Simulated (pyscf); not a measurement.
One four-centre exchange on the singlet surface with elements of a group swapped. ωB97M-D3(BJ)/def2-TZVP, kcal/mol, from the separated reactants. PySCF, gas phase, ωB97X-D3(BJ)/def2-SVP geometries.

```tsv
step	barrier	reaction energy	imaginary mode (i cm⁻¹)
CH₄ + InH₃ → H₃C–InH₂ + H₂	46.3	+12.3	1625
CH₄ + GaH₃ → H₃C–GaH₂ + H₂	…	…	1535
```

Q: Complete the blanks.

A: 
- CH₄ + GaH₃ → H₃C–GaH₂ + H₂, barrier: 40.0
- CH₄ + GaH₃ → H₃C–GaH₂ + H₂, reaction energy: +9.3

Each row is the saddle that its search found. Elements up to Kr have no core potential and no relativistic terms here. Elements past Kr carry the def2 core potentials, without spin-orbit coupling.
